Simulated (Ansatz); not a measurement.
**C5H10O: a ladder of functionals and wavefunction methods**

An exercise on one series of results from a longer session: the logs are not shown, and one member is left open.

The runs use Ansatz 0.2.0, Gaussian basis; functionals in def2-TZVPP, the program's frozen cores in correlated methods.

Levels to be run: PBE-D4, r2SCAN-D4, PBE0-D4, B3LYP-D4, ωB97X-V, ωB97M-V, B2PLYP; CCSD(T)/def2-TZVPP; MP2/def2-QZVPP; extrapolation to the limit.

**Structure used throughout**

The geometry comes from an earlier relaxation with PBE0-D4 in a triple-zeta def2 set; it is a stationary point, not always the lowest conformer.

SMILES `CCCC(C)=O`, 16 atoms, charge 0, spin multiplicity 1.

Atoms are counted from 1 here; the program's logs count them from 0.

Bond lengths: C1–C2 1.519 Å, C1–H7 1.092 Å, C1–H8 1.094 Å, C1–H9 1.093 Å, C2–C3 1.528 Å, C2–H10 1.095 Å, C2–H11 1.094 Å, C3–C4 1.511 Å, C3–H12 1.097 Å, C3–H13 1.092 Å, C4–C5 1.507 Å, C4–O6 1.207 Å, C5–H14 1.088 Å, C5–H15 1.094 Å, C5–H16 1.093 Å. Angles: C2–C1–H7 111.3°, C2–C1–H8 111.7°, C2–C1–H9 111.0°, H7–C1–H8 107.7°, H7–C1–H9 107.9°, H8–C1–H9 107.1°, C1–C2–C3 112.8°, C1–C2–H10 110.1°, C1–C2–H11 109.7°, C3–C2–H10 109.8°, C3–C2–H11 108.3°, H10–C2–H11 105.9°, C2–C3–C4 113.9°, C2–C3–H12 109.3°, C2–C3–H13 110.8°, C4–C3–H12 107.5°, C4–C3–H13 107.3°, H12–C3–H13 107.8° and more.

The first run:

Contents of in.yaml:

```yaml
crystal:
  periodic: [false, false, false]
  atoms:
    - {symbol: C, position_ang: [-0.571976, 1.788370, 0.162421]}
    - {symbol: C, position_ang: [-0.978862, 0.522194, -0.572300]}
    - {symbol: C, position_ang: [0.217954, -0.269800, -1.095533]}
    - {symbol: C, position_ang: [1.149508, -0.758476, -0.010411]}
    - {symbol: C, position_ang: [0.546854, -1.605243, 1.081317]}
    - {symbol: O, position_ang: [2.324630, -0.484610, -0.014887]}
    - {symbol: H, position_ang: [-1.446173, 2.343756, 0.508421]}
    - {symbol: H, position_ang: [0.048282, 1.567933, 1.035758]}
    - {symbol: H, position_ang: [0.009794, 2.447323, -0.487154]}
    - {symbol: H, position_ang: [-1.587197, -0.111869, 0.080739]}
    - {symbol: H, position_ang: [-1.619010, 0.779041, -1.421335]}
    - {symbol: H, position_ang: [-0.140235, -1.149902, -1.643377]}
    - {symbol: H, position_ang: [0.810515, 0.334954, -1.785502]}
    - {symbol: H, position_ang: [1.339555, -2.066797, 1.667204]}
    - {symbol: H, position_ang: [-0.059400, -0.976641, 1.740563]}
    - {symbol: H, position_ang: [-0.117540, -2.369630, 0.670676]}
basis:
  gaussian: {orbitals: def2-TZVPP}
hamiltonian: {xc: pbe, dispersion: d4}
output: {forces: true, orbitals: {seedname: orbitals}}
```

Started as:

```console
ansatz run in.yaml --threads 2 --pin off --events-out ev --progress --plain --max-ram 32768MiB --backend cuda --devices 0, --max-vram 18GiB
```

Among the steps run: PBE-D4 (GGA); r2SCAN-D4 (meta-GGA); PBE0-D4 (hybrid); B3LYP-D4 (hybrid); ωB97X-V (range-separated); ωB97M-V (range-separated); B2PLYP (double hybrid); CCSD(T) in def2-TZVPP; MP2 in def2-QZVPP.

One of the session's tables, all rows but one given; the rest of the session is left out.

```
            method  atoms, summed (eV)  atomisation energy (kJ/mol)
            PBE-D4           -7319.473                       6706.3
         r2SCAN-D4           -7325.917                       6575.6
           PBE0-D4           -7321.382                       6601.8
          B3LYP-D4           -7331.161                       6560.6
           ωB97X-V           -7328.198                       6564.5
           ωB97M-V           -7326.672                       6573.8
            B2PLYP                   ?                            ?
     HF/def2-TZVPP           -7300.165                       4883.4
    MP2/def2-TZVPP           -7313.015                       6499.7
   CCSD/def2-TZVPP           -7316.244                       6320.9
CCSD(T)/def2-TZVPP           -7316.597                       6409.1
           MP2/CBS           -7315.356                       6641.7
       CCSD(T)/CBS           -7318.938                       6551.2
```

Estimate the missing values for B2PLYP.

**Answer.** atoms, summed (eV): -7324.576; atomisation energy (kJ/mol): 6497.8. In the column «atoms, summed (eV)» it lies between r2SCAN-D4 (-7325.917) and PBE0-D4 (-7321.382).

To keep in mind: Free atoms (5 C, 1 O, 10 H) were run apart at each level; the atomisation energy is their sum less the molecule, without zero-point or spin-orbit terms.
